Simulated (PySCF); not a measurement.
# C₄H₁₀: magnetic properties

Wanted: magnetic properties for C₄H₁₀ (`CCCC`).

Programs: PySCF 2.14.0, with routines of our own; each step states its level. All values are computed. Atoms count from 0.

## 1. The system as given

14 atoms, charge 0, multiplicity 1; geometry from: GFN2-xTB.

## 2. Optimising the geometry at PBE0-D3(BJ)/def2-SVP

The job: settings as JSON, then the geometry in Å.

```
{"job": {"xc": "PBE0", "basis": "def2-SVP", "d3": "d3bj", "grid": 1, "kind": "geom"}, "charge": 0, "multiplicity": 1}
C      1.872704    -0.514734     0.361074
C      0.439811    -0.063555     0.616794
C     -0.439890    -0.222313    -0.621174
C     -1.872635     0.228760    -0.364117
H      2.322184     0.073028    -0.436782
H      2.477031    -0.395597     1.257579
H      1.896533    -1.562333     0.068008
H      0.440099     0.984423     0.926089
H      0.015980    -0.650733     1.435049
H     -0.440774    -1.270935    -0.928233
H     -0.016234     0.362635    -1.441127
H     -1.897244     1.276866    -0.072934
H     -2.479496     0.107143    -1.258627
H     -2.318747    -0.358106     0.436236
```

Launch:

```sh
$ OMP_NUM_THREADS=1 python excited_run.py task.json out
```

This one command runs all jobs of the session in turn.

The log of the run:

```text
step   0  E = -158.14519147  max force = 0.014880
step   1  E = -158.14668585  max force = 0.002425
step   2  E = -158.14670862  max force = 0.000297
step   3  E = -158.14670926  max force = 0.000086
optimisation converged
```

It took 5.7 s on 1 thread of AMD EPYC 9R45, shared host; peak memory 0.49 GiB.

Along the way:

```csv
step,energy from step 0 (eV),largest force component (eV/Å)
0,0.0000,0.7652
1,-0.0407,0.1247
2,-0.0413,0.0153
3,-0.0413,0.0044
```

Close pairs (by a distance rule), those that changed most:

```
  bond  before (Å)  after (Å)  change (Å)
 C0–H6       1.088      1.102      +0.014
C3–H11       1.088      1.102      +0.014
C3–H13       1.088      1.102      +0.014
 C0–H4       1.088      1.102      +0.014
 C0–H5       1.088      1.101      +0.013
C3–H12       1.088      1.101      +0.013
 C2–H9       1.093      1.105      +0.012
 C1–H7       1.093      1.105      +0.012
```

The next job starts from the end point, and lists it.

```
                         at the end point                 value
  point group (found at 0.08 Å tolerance)                   C2h
rotational constants (GHz, main isotopes)  23.490, 3.636, 3.416
                        dipole moment (D)                  0.00
```

## 3. Magnetic properties: GIAO CAM-B3LYP/aug-pcSseg-1

The job: settings as JSON, then the geometry in Å.

```
{"job": {"kind": "mag", "xc": "CAM-B3LYP", "basis": "aug-pcSseg-1"}, "charge": 0, "multiplicity": 1}
C      1.885483    -0.517796     0.370027
C      0.452379    -0.072235     0.611438
C     -0.444632    -0.219299    -0.610998
C     -1.877637     0.226606    -0.369619
H      2.355663     0.067900    -0.436516
H      2.506615    -0.399954     1.270993
H      1.929729    -1.578049     0.072412
H      0.441671     0.981874     0.942149
H      0.019439    -0.649339     1.448194
H     -0.434169    -1.273488    -0.941464
H     -0.011581     0.357527    -1.447886
H     -1.921787     1.287267    -0.073456
H     -2.499179     0.107457    -1.270128
H     -2.347423    -0.357972     0.437970
```

Method: GIAO CAM-B3LYP/aug-pcSseg-1 magnetisability, rotational g tensor and spin-rotation constants, non-relativistic, gas phase.

The log of the run:

```text
coarse grid: 10544 points
cycle   1  E = -158.2795266720  dE =  1.638e-01  |g| = 2.813e-01  |ddm| = 4.898e+00
cycle   2  E = -158.2873633186  dE = -7.837e-03  |g| = 2.371e-01  |ddm| = 6.594e-01
cycle   3  E = -158.3017170064  dE = -1.435e-02  |g| = 1.793e-02  |ddm| = 3.545e-01
cycle   4  E = -158.3017998827  dE = -8.288e-05  |g| = 7.717e-03  |ddm| = 5.510e-02
cycle   5  E = -158.3018135360  dE = -1.365e-05  |g| = 1.378e-03  |ddm| = 1.405e-02
cycle   6  E = -158.3018140019  dE = -4.659e-07  |g| = 1.204e-04  |ddm| = 2.222e-03
final grid: 98552 points
cycle   7  E = -158.3371667596  dE = -2.161e-05  |g| = 3.495e-03  |ddm| = 6.428e-02
cycle   8  E = -158.3371673915  dE = -6.319e-07  |g| = 3.152e-03  |ddm| = 1.165e-02
cycle   9  E = -158.3371698932  dE = -2.502e-06  |g| = 1.114e-04  |ddm| = 4.376e-03
cycle  10  E = -158.3371698955  dE = -2.359e-09  |g| = 8.093e-05  |ddm| = 6.118e-04
cycle  11  E = -158.3371698971  dE = -1.535e-09  |g| = 7.354e-06  |ddm| = 1.212e-04
cycle  12  E = -158.3371698971  dE = -1.728e-11  |g| = 1.283e-06  |ddm| = 1.980e-05
converged SCF energy = -158.3371698971

Magnetisability tensor (1e-30 J/T^2)
     -928.66       21.63       10.02
       21.63     -862.12        1.99
       10.02        1.99     -842.37
isotropic -877.72   principal values    -935.95   -857.13   -840.07
isotropic susceptibility -52.857 1e-6 cm^3/mol

Inertial axes            a          b          c
rot. const./GHz     23.4902     3.6356     3.4162
chi total           -55.622    -51.332    -51.618
chi diamagnetic    -127.764   -430.008   -454.451
chi paramagnetic     72.141    378.676    402.833
quadrupole/D A       -0.927     -0.026      0.953
g nuclear            0.8481     0.6466     0.6459
g electronic        -0.7961    -0.6468    -0.6465
g total              0.0520    -0.0002    -0.0006

Spin-rotation constants (kHz, H = +C I.J)
atom  isotope        aa         bb         cc
  4     1H       -2.453     -0.235     -0.083
  5     1H       -0.908     -0.156     -0.363
  6     1H       -2.453     -0.235     -0.083
  7     1H       -2.518     -0.209     -0.071
  8     1H       -2.518     -0.209     -0.071
  9     1H       -2.518     -0.209     -0.071
 10     1H       -2.518     -0.208     -0.071
 11     1H       -2.453     -0.235     -0.083
 12     1H       -0.908     -0.156     -0.363
 13     1H       -2.453     -0.235     -0.083
  0    13C*       3.105      0.534      0.532
  1    13C*       3.681      0.606      0.601
* in the singly substituted isotopologue
```

Wall time 16 s (1 thread of AMD EPYC 9R45, shared host); peak memory 0.83 GiB.

In short:

```csv
quantity,value
magnetisability,-878·10⁻³⁰ J/T²
molar susceptibility,-52.9·10⁻⁶ cm³/mol
"rotational g (a, b, c)","0.0520, -0.0002, -0.0006"
```

## 4. Magnetic properties: GIAO revPBE/aug-pcSseg-1

Settings changed since step 3:

```diff
@@ -1,2 +1,2 @@
-{"job": {"kind": "mag", "xc": "CAM-B3LYP", "basis": "aug-pcSseg-1"}, "charge": 0, "multiplicity": 1}
+{"job": {"kind": "mag", "xc": "revPBE", "basis": "aug-pcSseg-1"}, "charge": 0, "multiplicity": 1}
 C      1.885483    -0.517796     0.370027
```

Method: GIAO revPBE/aug-pcSseg-1 magnetisability, rotational g tensor and spin-rotation constants, non-relativistic, gas phase.

The log of the run:

```text
coarse grid: 10544 points
cycle   1  E = -158.2683645140  dE = -3.519e-02  |g| = 5.502e-01  |ddm| = 5.352e+00
cycle   2  E = -158.1332531687  dE =  1.351e-01  |g| = 8.876e-01  |ddm| = 2.238e+00
cycle   3  E = -158.3556272044  dE = -2.224e-01  |g| = 5.162e-02  |ddm| = 1.532e+00
cycle   4  E = -158.3561296395  dE = -5.024e-04  |g| = 2.610e-02  |ddm| = 1.948e-01
cycle   5  E = -158.3562877631  dE = -1.581e-04  |g| = 5.537e-03  |ddm| = 3.944e-02
cycle   6  E = -158.3562949669  dE = -7.204e-06  |g| = 4.371e-04  |ddm| = 1.087e-02
final grid: 98552 points
cycle   7  E = -158.3848135933  dE = -3.420e-05  |g| = 1.142e-02  |ddm| = 1.487e-01
cycle   8  E = -158.3847617425  dE =  5.185e-05  |g| = 1.795e-02  |ddm| = 4.757e-02
cycle   9  E = -158.3848481953  dE = -8.645e-05  |g| = 6.604e-04  |ddm| = 3.013e-02
cycle  10  E = -158.3848482928  dE = -9.750e-08  |g| = 2.343e-04  |ddm| = 1.931e-03
cycle  11  E = -158.3848483059  dE = -1.310e-08  |g| = 2.247e-05  |ddm| = 2.655e-04
cycle  12  E = -158.3848483060  dE = -1.237e-10  |g| = 3.485e-06  |ddm| = 7.052e-05
converged SCF energy = -158.3848483060

Magnetisability tensor (1e-30 J/T^2)
     -915.20       21.61       11.30
       21.61     -850.38        1.59
       11.30        1.59     -830.73
isotropic -865.44   principal values    -922.91   -845.28   -828.12
isotropic susceptibility -52.118 1e-6 cm^3/mol

Inertial axes            a          b          c
rot. const./GHz     23.4902     3.6356     3.4162
chi total           -54.782    -50.667    -50.904
chi diamagnetic    -127.673   -429.988   -454.432
chi paramagnetic     72.891    379.320    403.528
quadrupole/D A       -1.008      0.013      0.995
g nuclear            0.8481     0.6466     0.6459
g electronic        -0.8044    -0.6479    -0.6476
g total              0.0437    -0.0013    -0.0018

Spin-rotation constants (kHz, H = +C I.J)
atom  isotope        aa         bb         cc
  4     1H       -2.459     -0.234     -0.078
  5     1H       -0.883     -0.151     -0.363
  6     1H       -2.459     -0.233     -0.079
  7     1H       -2.514     -0.206     -0.066
  8     1H       -2.514     -0.206     -0.066
  9     1H       -2.514     -0.206     -0.066
 10     1H       -2.514     -0.206     -0.066
 11     1H       -2.459     -0.234     -0.078
 12     1H       -0.883     -0.151     -0.363
 13     1H       -2.459     -0.234     -0.079
  0    13C*       3.210      0.552      0.548
  1    13C*       3.814      0.627      0.622
* in the singly substituted isotopologue
```

Run time: 16 s. Hardware: 1 thread of AMD EPYC 9R45, shared host; peak memory 0.58 GiB.

In short:

```csv
quantity,value
magnetisability,-865·10⁻³⁰ J/T²
molar susceptibility,-52.1·10⁻⁶ cm³/mol
"rotational g (a, b, c)","0.0437, -0.0013, -0.0018"
```

## 5. Magnetic properties: GIAO B3LYP/pcSseg-0

Settings changed since step 4:

```diff
@@ -1,2 +1,2 @@
-{"job": {"kind": "mag", "xc": "revPBE", "basis": "aug-pcSseg-1"}, "charge": 0, "multiplicity": 1}
+{"job": {"kind": "mag", "xc": "B3LYP", "basis": "pcSseg-0"}, "charge": 0, "multiplicity": 1}
 C      1.885483    -0.517796     0.370027
```

With the program's defaults for keys left out, this is: GIAO B3LYP/pcSseg-0 magnetisability, rotational g tensor and spin-rotation constants, non-relativistic, gas phase.

The log of the run:

```text
coarse grid: 10544 points
cycle   1  E = -158.1009299882  dE = -1.149e-02  |g| = 3.291e-01  |ddm| = 3.108e+00
cycle   2  E = -158.0913507618  dE =  9.579e-03  |g| = 3.869e-01  |ddm| = 8.277e-01
cycle   3  E = -158.1309495871  dE = -3.960e-02  |g| = 7.722e-03  |ddm| = 4.402e-01
cycle   4  E = -158.1309523279  dE = -2.741e-06  |g| = 7.443e-03  |ddm| = 1.935e-02
cycle   5  E = -158.1309659699  dE = -1.364e-05  |g| = 5.414e-04  |ddm| = 8.053e-03
cycle   6  E = -158.1309660442  dE = -7.437e-08  |g| = 4.769e-05  |ddm| = 7.320e-04
final grid: 98552 points
cycle   7  E = -158.1091473961  dE = -8.844e-06  |g| = 3.094e-03  |ddm| = 1.656e-02
cycle   8  E = -158.1091465303  dE =  8.658e-07  |g| = 3.602e-03  |ddm| = 7.126e-03
cycle   9  E = -158.1091498626  dE = -3.332e-06  |g| = 5.829e-05  |ddm| = 3.730e-03
cycle  10  E = -158.1091498633  dE = -7.719e-10  |g| = 3.902e-05  |ddm| = 1.955e-04
cycle  11  E = -158.1091498637  dE = -3.753e-10  |g| = 7.878e-06  |ddm| = 4.968e-05
converged SCF energy = -158.1091498637

Magnetisability tensor (1e-30 J/T^2)
     -966.05       25.92        5.73
       25.92     -880.34       -2.60
        5.73       -2.60     -876.44
isotropic -907.61   principal values    -973.68   -876.33   -872.82
isotropic susceptibility -54.658 1e-6 cm^3/mol

Inertial axes            a          b          c
rot. const./GHz     23.4902     3.6356     3.4162
chi total           -58.012    -53.398    -52.563
chi diamagnetic    -127.791   -429.961   -454.304
chi paramagnetic     69.779    376.563    401.741
quadrupole/D A       -0.787     -0.011      0.797
g nuclear            0.8481     0.6466     0.6459
g electronic        -0.7701    -0.6432    -0.6448
g total              0.0781     0.0034     0.0011

Spin-rotation constants (kHz, H = +C I.J)
atom  isotope        aa         bb         cc
  4     1H       -2.751     -0.270     -0.107
  5     1H       -1.165     -0.190     -0.401
  6     1H       -2.752     -0.269     -0.108
  7     1H       -2.801     -0.253     -0.104
  8     1H       -2.801     -0.253     -0.105
  9     1H       -2.801     -0.253     -0.104
 10     1H       -2.801     -0.253     -0.105
 11     1H       -2.751     -0.270     -0.108
 12     1H       -1.165     -0.190     -0.401
 13     1H       -2.752     -0.269     -0.108
  0    13C*       2.942      0.509      0.507
  1    13C*       3.385      0.561      0.565
* in the singly substituted isotopologue
```

Run time: 2 s. Hardware: 1 thread of AMD EPYC 9R45, shared host; peak memory 0.49 GiB.

Key values:

| quantity | value |
| --- | --- |
| magnetisability | -908·10⁻³⁰ J/T² |
| molar susceptibility | -54.7·10⁻⁶ cm³/mol |
| rotational g (a, b, c) | 0.0781, 0.0034, 0.0011 |

[end of part 1 of 2]
